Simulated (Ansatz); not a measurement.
**CHP (singlet): the correlation ladder at distance C1–H3 = 1.193 Å, 6-31G**

How much of the correlation energy of CHP (singlet) does each wave-function method recover here?

Program: Ansatz 0.2.0, Gaussian basis. Level of theory: 6-31G, core rule «outside noble gas», up to 6 orbitals frozen. These are calculated values, not measurements.

Plan: UHF; CCSD(T) on RHF; CCSD(T) on UHF; BCCD(T) on RHF; CISD; CCSDT(Q) on RHF; CCSDT(Q) on UHF; CISDTQ; CCSDTQ on RHF; CASSCF and MRCISD+Q, 2 electrons in 2 orbitals; CASSCF and NEVPT2, 2 electrons in 2 orbitals; CASSCF and MRCISD+Q, 10 electrons in 9 orbitals; CASSCF and NEVPT4(SD), 10 electrons in 9 orbitals; CASSCF and NEVPT2, 10 electrons in 9 orbitals; Full CI.

17 further runs of the same task are left out: 14 that didn't finish, 3 set aside as unsound or not needed. Runs told in other sessions of the task aren't counted.

## (1) What is computed

The geometry derives from a PBE0/def2-TZVP stationary point (not a proven minimum). One bond is set to the value named and the two fragments are kept rigid.

3 atoms, charge 0, spin multiplicity 1.

Atoms are counted from 1 here; the program's logs count them from 0.

Bond lengths: C1–P2 1.531 Å, C1–H3 1.193 Å. Angles: P2–C1–H3 180.0°.

## (2) UHF

in.yaml reads:

```yaml
crystal:
  periodic: [false, false, false]
  atoms:
    - {symbol: C, position_ang: [0.000000, 0.000000, 0.112533]}
    - {symbol: P, position_ang: [0.000000, 0.000000, -1.418067]}
    - {symbol: H, position_ang: [0.000000, 0.000000, 1.305533]}
basis:
  gaussian: {orbitals: 6-31G}
magnetization: {spin_polarized: true, initial_magnetization: 0}
hamiltonian: {xc: hf}
output: {orbitals: {seedname: orbitals}}
```

Started as:

```console
$ ansatz run in.yaml --threads 1 --pin off --events-out ev --progress --plain --max-ram 2393MiB
```

After this run come: CCSD(T) on RHF; CCSD(T) on UHF; BCCD(T) on RHF; CISD; CCSDT(Q) on RHF; CCSDT(Q) on UHF; CISDTQ; CCSDTQ on RHF; CASSCF and MRCISD+Q, 2 electrons in 2 orbitals; CASSCF and NEVPT2, 2 electrons in 2 orbitals; CASSCF and MRCISD+Q, 10 electrons in 9 orbitals; CASSCF and NEVPT4(SD), 10 electrons in 9 orbitals; CASSCF and NEVPT2, 10 electrons in 9 orbitals; Full CI.

Q: Predict the results of all the runs planned. Wanted: FCI from the RHF energy; RMP2 from FCI; RCCSD from FCI; RCCSD(T) from FCI; RCCSDT(Q) from FCI; NEVPT2 pair from FCI; MRCISD+Q pair from FCI; NEVPT2 valence from FCI; T1 diagnostic.

As calculated:

| quantity | value |
| --- | --- |
| FCI from the RHF energy | -5.0828 eV |
| RMP2 from FCI | +384.1 meV |
| RCCSD from FCI | +223.4 meV |
| RCCSD(T) from FCI | +44.1 meV |
| RCCSDT(Q) from FCI | +0.4 meV |
| NEVPT2 pair from FCI | +477.6 meV |
| MRCISD+Q pair from FCI | +110.5 meV |
| NEVPT2 valence from FCI | +307.4 meV |
| levels within 1 kcal/mol (43 meV) | BCCD(T), RCCSDT, RCCSDT(Q), RCCSDTQ, MRCISD valence, MRCISD+Q valence |
| T1 diagnostic | 0.015 |
| effectively unpaired electrons | 0.17 |

What this shows: RCCSD(T) lands +44.1 meV from the yardstick (0.9 % of the correlation energy). One determinant dominates. Of the multireference levels listed MRCISD+Q valence comes nearest in total energy (+13.8 meV), which doesn't show that its space is the better one. These misses are within one basis, not against nature.
